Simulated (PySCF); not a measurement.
SiF⁺, CCSD: how much the basis matters

PySCF, RHF reference; singlet, unpaired electrons none; De to Si⁺ + F without counterpoise correction. Frozen cores follow the default of each basis and core potential.

```
      basis     relativity  functions  Re (Å)  ωe (cm⁻¹)  De (eV)  frozen orbitals
     STO-3G  no relativity         14   1.552       1072      n/a                6
 6-31G(d,p)  no relativity         32   1.557       1058     6.31                6
def2-TZVPPD  no relativity         88   1.533       1059     6.56                6
```

Task: How does each smaller set differ from the one with most functions, def2-TZVPPD?

Result: STO-3G: +1.9 pm, +1.2 % in ωe; 6-31G(d,p): +2.4 pm, -0.1 % in ωe, -0.25 eV in De. All at CCSD; the set with most functions is neither the basis-set limit nor always the best.

Correlated steps freeze 6 core orbitals. Correlated levels converge slowly with the basis: in double zeta they bind strong bonds too weakly, by up to about 1 eV, and carry superposition errors of some tenths. For an ion De counts to the pair picked by the measured ionisation energies or electron affinities, which need not be the lowest pair at this level. Where the molecule has an RHF reference, its open-shell atoms are computed with UHF. The CCSD T1 diagnostic is raised in SiF⁺, a sign that a single reference may not be enough there. STO-3G is very small, so such numbers show the basis as much as the molecule.
